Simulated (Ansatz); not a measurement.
Mulliken charges of `N=C(F)F` from r2SCAN/def2-TZVPP in Ansatz (PBE0-D4/def2-TZVP geometry).

```json
{"atom": "N1", "x (Å)": "0.123", "y (Å)": "0.963", "z (Å)": "0.094", "charge (e)": "-0.293"}
{"atom": "C2", "x (Å)": "0.107", "y (Å)": "-0.272", "z (Å)": "0.151", "charge (e)": "0.411"}
{"atom": "F3", "x (Å)": "0.712", "y (Å)": "-0.956", "z (Å)": "1.082", "charge (e)": "-0.140"}
{"atom": "F4", "x (Å)": "-0.488", "y (Å)": "-1.118", "z (Å)": "-0.668", "charge (e)": "-0.156"}
{"atom": "H5", "x (Å)": "-0.404", "y (Å)": "1.310", "z (Å)": "-0.700", "charge (e)": "0.177"}
```

Question: By hand: the dipole of these point charges (1 e Å = 4.8032 D).

Answer: Σ q r = (-0.087, 0.146, -0.137) e Å, of length 0.218 e Å = 1.05 D.

Question: How does the dipole of the full density compare? (Estimate.)

Answer: Computed: (-0.170, -0.038, -0.247) e Å, 1.45 D; the point charges give 0.72 times that, at 49° from its direction.

Point charges leave out the atoms' own dipoles, such as those of lone pairs, and Mulliken's split depends on the basis, so the two needn't agree.
